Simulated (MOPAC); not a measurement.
MOPAC input (PM6):

```
PM6 PRECISE GNORM=0.05 LET XYZ GEO-OK AUX(PRECISION=9) THREADS=1
HF

F    -0.00000000 1   -0.00000000 1   -0.09245367 1
H     0.00000000 1    0.00000000 1    0.83208299 1
```

Output:

```
 *******************************************************************************
 **                                                                           **
 **                              MOPAC v23.2.5                                **
 **                                                                           **
 *******************************************************************************
 ** MOPAC's Digital Object Identifier: https://doi.org/10.5281/zenodo.6511958 **
 **                                                                           **
 ** Please cite the open-source release paper for use of this MOPAC version:  **
 ** J. E. Moussa and J. J. P. Stewart (2026)                                  **
 ** MOPAC: An open-source semiempirical molecular orbital program             **
 ** J. Open Source Softw., 11(119), 8025, https://doi.org/10.21105/joss.08025 **
 *******************************************************************************

                              PM6 CALCULATION RESULTS

 *******************************************************************************
 *  PM6        - The PM6 Hamiltonian to be used
 *  GEO-OK     - OVERRIDE INTERATOMIC DISTANCE AND OTHER SAFETY CHECKS
 *  LET        - OVERRIDE SOME SAFETY CHECKS
 *  PRECISE    - TIGHTER CRITERIA TO BE USED
 *  XYZ        - CARTESIAN COORDINATE SYSTEM TO BE USED
 *  GNORM      - EXIT WHEN GRADIENT NORM DROPS BELOW 0.050
 *  AUX        - OUTPUT AUXILIARY INFORMATION
 *******************************************************************************
PM6 PRECISE GNORM=0.05 LET XYZ GEO-OK AUX(PRECISION=9) THREADS=1
 HF

   ATOM   CHEMICAL          X               Y               Z
  NUMBER   SYMBOL      (ANGSTROMS)     (ANGSTROMS)     (ANGSTROMS)

     1       F         -0.00000000  *  -0.00000000  *  -0.09245367  *
     2       H          0.00000000  *   0.00000000  *   0.83208299  *

          CARTESIAN COORDINATES

    NO.       ATOM           X           Y           Z

     1         F         -0.0000     -0.0000     -0.0925
     2         H          0.0000      0.0000      0.8321

 General Reference for PM6:
 "Optimization of Parameters for Semiempirical Methods V: Modification of NDDO Approximations
 and Application to 70 Elements", J. J. P. Stewart, J. Mol. Mod., 13, 1173-1213 (2007)
 URL: https://link.springer.com/article/10.1007/s00894-007-0233-4

           Empirical Formula: H F  =     2 atoms

      MOLECULAR POINT GROUP   :   C*v

      RHF CALCULATION, NO. OF DOUBLY OCCUPIED LEVELS = 4

          Geometry optimization using EF

          DIAGONAL MATRIX USED AS START HESSIAN

 CYCLE:     1  GRAD.:    83.038 HEAT: -62.45168
 CYCLE:     2  GRAD.:   228.813 HEAT: -39.06438
 CYCLE:     3  GRAD.:    56.461 HEAT: -62.90666
 CYCLE:     4  GRAD.:    66.846 HEAT: -62.83980
 CYCLE:     5  GRAD.:     5.631 HEAT: -63.60618
 CYCLE:     6  GRAD.:     0.502 HEAT: -63.61241
 CYCLE:     7  GRAD.:     0.257 HEAT: -63.61244
 CYCLE:     8  GRAD.:     0.001 HEAT: -63.61246

     GRADIENT =  0.00058 IS LESS THAN CUTOFF =  0.05000

 -------------------------------------------------------------------------------
 PM6 PRECISE GNORM=0.05 LET XYZ GEO-OK AUX(PRECISION=9) THREADS=1
 HF

     GEOMETRY OPTIMISED USING EIGENVECTOR FOLLOWING (EF).
     SCF FIELD WAS ACHIEVED

                              PM6 CALCULATION
                                                       MOPAC v23.2.5 Linux

          FINAL HEAT OF FORMATION =        -63.61246 KCAL/MOL =    -266.15452 KJ/MOL

          COSMO AREA              =         39.77 SQUARE ANGSTROMS
          COSMO VOLUME            =         23.22 CUBIC ANGSTROMS

          GRADIENT NORM           =          0.00058          =       0.00041 PER ATOM
          IONIZATION POTENTIAL    =         15.821480 EV
          HOMO LUMO ENERGIES (EV) =        -15.821  4.112
          NO. OF FILLED LEVELS    =          4
          MOLECULAR WEIGHT        =         20.0063         POINT GROUP:  C*v

          MOLECULAR DIMENSIONS (Angstroms)

            Atom       Atom       Distance
            H     2    F     1     0.96558
            H     2    F     1     0.00000
            F     1    H     2     0.00000

          SCF CALCULATIONS        =          9

   ATOM   CHEMICAL          X               Y               Z
  NUMBER   SYMBOL      (ANGSTROMS)     (ANGSTROMS)     (ANGSTROMS)

     1       F          0.00000000  *   0.00000000  *  -0.11297540  *
     2       H          0.00000000  *   0.00000000  *   0.85260472  *

                             CARTESIAN COORDINATES

   1    F        0.000000000     0.000000000    -0.112975402
   2    H        0.000000000     0.000000000     0.852604722

           Empirical Formula: H F  =     2 atoms

      MOLECULAR POINT GROUP   :   C*v

                  EIGENVALUES
 -40.78073 -17.02910 -15.82148 -15.82148   4.11197

              NET ATOMIC CHARGES AND DIPOLE CONTRIBUTIONS

  ATOM NO.   TYPE          CHARGE      No. of ELECS.   s-Pop       p-Pop
    1          F          -0.270578        7.2706     1.96625     5.30432
    2          H           0.270578        0.7294     0.72942
 DIPOLE           X         Y         Z       TOTAL
 POINT-CHG.     0.000     0.000     1.255     1.255
 HYBRID        -0.000     0.000     0.181     0.181
 SUM           -0.000     0.000     1.436     1.436

          ATOMIC ORBITAL ELECTRON POPULATIONS

     Atom    s        px        py        pz
    1  F   1.96625   2.00000   2.00000   1.30432
    2  H   0.72942

 **********************
 *                    *
 * JOB ENDED NORMALLY *
 *                    *
 **********************

 == MOPAC DONE ==
```
